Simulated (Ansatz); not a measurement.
C2H5ClNOP, SMILES `OP/N=C/CCl` at its PBE0-D4/def2-TZVP geometry, where that method's forces vanish. Charge 0, multiplicity 1.

```xyz
11

O     2.3681   -0.7282   -1.8129
P     1.6367   -1.2400   -0.4542
N     0.4180   -0.0243   -0.2874
C    -0.5933   -0.2298    0.4377
C    -1.6379    0.8224    0.5999
Cl   -3.2564    0.1233    0.3366
H     2.4729    0.2297   -1.8479
H     2.4761   -0.6382    0.5379
H    -0.7728   -1.1629    0.9910
H    -1.6295    1.2223    1.6159
H    -1.4819    1.6258   -0.1167
```

**Question.** What forces (eV/Å) does ωB97M-V/def2-TZVPP give on these atoms in the Gaussian-basis code of Ansatz? (Best estimate.)

**Answer.** The calculation gave: 
```
O1   0.046  0.131 -0.079
P2   0.078 -0.130  0.222
N3  -0.099  0.107  0.015
C4   0.141 -0.171 -0.007
C5  -0.050  0.282  0.091
Cl6 -0.099 -0.052 -0.019
H7   0.003 -0.066 -0.008
H8  -0.068 -0.042 -0.112
H9   0.031  0.056 -0.062
H10  0.017 -0.033 -0.108
H11  0.001 -0.082  0.069
```
